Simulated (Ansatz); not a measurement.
# H₆NPSi: a ladder of functionals and wavefunction methods

One table from this session's results is given with a row withheld; the runs are named, their logs left out.

Method: functionals in def2-TZVPP, the program's frozen cores in correlated methods; program: Ansatz 0.2.0, Gaussian basis.

Levels to be run: LDA (SPW92), PBE-D4, revPBE-D4, BLYP-D4, r2SCAN-D4, B97M-V, PBE0-D4, B3LYP-D4, r2SCANh-D4, r2SCAN0-D4, HSE06-D4, BHLYP-D4, CAM-B3LYP-D4, LC-ωPBE, ωB97X-V, ωB97M-V, B2PLYP, PBE-QIDH; CCSD(T)/def2-SVP; CCSD(T)/def2-TZVPP; MP2/def2-QZVPP; extrapolation to the limit; RPA on PBE.

1 further run of the same task is left out (it didn't finish).

## The geometry

An earlier PBE0-D4 in a triple-zeta def2 set relaxation fixed the geometry.

SMILES `N[SiH2]P`, 9 atoms, charge 0, spin multiplicity 1.

Atoms are counted from 1 here; the program's logs count them from 0.

Bond lengths: N1–Si2 1.718 Å, N1–H4 1.007 Å, N1–H5 1.007 Å, Si2–P3 2.257 Å, Si2–H6 1.487 Å, Si2–H7 1.494 Å, P3–H8 1.423 Å, P3–H9 1.422 Å. Angles: Si2–N1–H4 121.1°, Si2–N1–H5 119.9°, H4–N1–H5 111.3°, N1–Si2–P3 108.0°, N1–Si2–H6 106.8°, N1–Si2–H7 114.9°, P3–Si2–H6 109.1°, P3–Si2–H7 110.1°, H6–Si2–H7 107.7°, Si2–P3–H8 92.6°, Si2–P3–H9 93.3°, H8–P3–H9 92.6°.

Set-up of the first run:

in.yaml

```yaml
crystal:
  periodic: [false, false, false]
  atoms:
    - {symbol: N, position_ang: [-0.941318, 0.534303, -1.133284]}
    - {symbol: Si, position_ang: [0.347154, 0.495494, 0.002234]}
    - {symbol: P, position_ang: [-0.190470, -0.985447, 1.618683]}
    - {symbol: H, position_ang: [-1.181341, -0.278496, -1.676369]}
    - {symbol: H, position_ang: [-1.141555, 1.382504, -1.636809]}
    - {symbol: H, position_ang: [0.437058, 1.854878, 0.597073]}
    - {symbol: H, position_ang: [1.684160, 0.163081, -0.574552]}
    - {symbol: H, position_ang: [-0.081558, -2.092065, 0.730001]}
    - {symbol: H, position_ang: [1.156371, -1.120553, 2.056024]}
basis:
  gaussian: {orbitals: def2-TZVPP}
hamiltonian: {xc: lda}
output: {orbitals: {seedname: orbitals}}
```

Started as:

```bash
$ ansatz run in.yaml --threads 2 --pin off --events-out ev --progress --plain --max-ram 4352MiB
```

Steps of the session up to this table: LDA; PBE-D4 (GGA); revPBE-D4 (GGA); BLYP-D4 (GGA); r2SCAN-D4 (meta-GGA); B97M-V (meta-GGA); B3LYP-D4 (hybrid); r2SCANh-D4 (hybrid); r2SCAN0-D4 (hybrid); HSE06-D4 (hybrid); BHLYP-D4 (hybrid); CAM-B3LYP-D4 (range-separated); LC-ωPBE (range-separated); ωB97X-V (range-separated); ωB97M-V (range-separated); B2PLYP (double hybrid); PBE-QIDH (double hybrid).

One of the session's tables, all rows but one given; the rest of the session is left out.

It belongs to the step «Frontier levels by functional». 

```
  functional  HOMO (eV)  gap (eV)
 LDA (SPW92)      -5.98      5.12
      PBE-D4      -5.88      5.18
   revPBE-D4      -5.84      5.22
     BLYP-D4      -5.76      5.16
   r2SCAN-D4      -6.16      5.83
      B97M-V      -6.28      5.73
     PBE0-D4          ?         ?
    B3LYP-D4      -6.90      6.81
  r2SCANh-D4      -6.62      6.58
  r2SCAN0-D4      -7.28      7.67
    HSE06-D4      -6.71      6.49
    BHLYP-D4      -8.17      9.13
CAM-B3LYP-D4      -8.41      9.51
     LC-ωPBE      -9.75     12.05
     ωB97X-V      -9.42     11.55
     ωB97M-V      -9.24     11.03
```

**Question.** Estimate the row for PBE0-D4.

**Answer.** HOMO (eV): -7.11; gap (eV): 7.26. In the column «HOMO (eV)» it lies between r2SCAN0-D4 (-7.28) and B3LYP-D4 (-6.90).
